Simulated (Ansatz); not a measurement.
Species: C2H2F, charge 0, doublet. C2H2F (SMILES C=[C]F, doublet).
B3LYP-D3(BJ)/def2-TZVP minimum from Ansatz (an electronic-structure program):
```
C
C 1 1.3099
F 2 1.3111 1 130.21
H 1 1.0791 2 120.12 3 180.00
H 1 1.0866 4 119.16 2 -180.00
```
Charge 0, spin multiplicity 2.

Hartree-Fock and CCSD(T) correlation energies in hartree (Ansatz). Radicals and triplets start from unrestricted determinants; spin-orbit coupling is neglected. Correlated methods leave the cores frozen. No relativity. The UHF reference of C2H2F (C=[C]F, doublet) is spin-contaminated (<S^2> up to 0.18 over the pure value in the sets run).

```tsv
basis	X	E(HF)	E(corr, CCSD(T))
cc-pVTZ	3	-176.30673	-0.57602
cc-pVQZ	4	-176.32016	-0.61583
cc-pV5Z	5	-176.32368	withheld
```

Question: Fit E(corr) = E∞ + A/X³ to X = 3 and 4, predict X = 5, and compare with the run.

Answer: A = (-0.57602 - (-0.61583))/(1/27 - 1/64) = 1.8592; E∞ = -0.61583 - A/64 = -0.64488; at X = 5, E∞ + A/125 = -0.63001. The run gave -0.62989, 0.12 mEh above the prediction. The same form on X = 4 and 5 gives E∞ = -0.64464, 0.24 mEh above the first estimate.
